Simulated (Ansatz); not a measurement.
# SrCl₂ (Fm-3m)

All numbers below come from DFT r2SCAN, scalar-relativistic, plane waves, PAW (Ansatz).

Cutoff 500 eV; k points 6×6×6 on the computed 3-atom cell (Γ-centred); Gaussian smearing, width 0.02 eV; no spin polarisation.

The structure is relaxed at this level of theory with its symmetry kept. Whether it is the stable form of this composition wasn't checked.

It takes space group Fm-3m (No. 225, cubic). The conventional cell has a = 6.995 Å, b = 6.995 Å, c = 6.995 Å, α = 90.00°, β = 90.00°, γ = 90.00°. Sr (site symmetry m-3m) is surrounded by 8 Cl at 3.03 Å. Around Cl (site symmetry -43m) lie 4 Sr at 3.03 Å.

| Item | Value |
| --- | --- |
| Volume per atom | 28.52 Å³ |
| Formation energy from the elements' standard states (uncorrected) | -2.855 eV/atom |
| Generalised Kohn–Sham band gap | 5.94 eV, indirect from X to Γ |
| Löwdin character of the top 1 eV of the valence band | Cl 3p 98 % |
| Electron masses at the edge by Cartesian direction of the standard setting (m_e; degenerate bands sorted by energy; no spin-orbit coupling) | x: 0.39; y: 0.39; z: 0.39 |
| Hole masses at the edge by Cartesian direction of the standard setting (m_e; degenerate bands sorted by energy; no spin-orbit coupling) | x: 0.45; y: 3.9; z: 3.9 |
| Bulk modulus | 38 GPa |
| Its pressure derivative | 4.5 |
| Electronic dielectric constant xx, yy, zz of the standard setting (independent particles) | 3.0, 3.0, 3.0 |
| Bader charges (e) | Sr (1 in the cell) 1.66, Cl (2 in the cell) -0.83 |

Cost: 12 runs of about 1.8 core-minutes in all, on Arm Neoverse V2 (shared hosts).